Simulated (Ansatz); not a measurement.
The reference is Ni in the fcc (Cu type) structure (space group Fm-3m, No. 225; a = 3.480 Å; ferromagnetic).

The values are results of r2SCAN (Ansatz, an electronic-structure program, PAW, scalar-relativistic without spin-orbit coupling), earlier PAW set, not measurements.

Perturbation: Pd takes the place of Ni on all its sites, then cell and atoms are relaxed.

Measured lattice parameter a: Ni 3.508 Å (static lattice; corrected from measurement; as listed in Daniel Mejia-Rodriguez, S. B. Trickey, Phys. Rev. B (2018)); Pd 3.876 Å (static lattice; corrected from measurement; as listed in Daniel Mejia-Rodriguez, S. B. Trickey, Phys. Rev. B (2018)).

Q: How well does r2SCAN reproduce the measured shift?

A: With r2SCAN the lattice parameter a moves by +0.432 Å (3.480 → 3.911) against +0.368 Å measured.

The magnetic state is the one reached from the starting moments; the real material's order can differ, and small cells can't hold many antiferromagnetic ones. Stability against distortions was not tested. Spin-polarised in the final run: base; the other runs are not. Pd lies near a magnetic instability that expansion can trigger; it was not tested. Pd has a high density of states at the Fermi level and may be magnetic at this level.
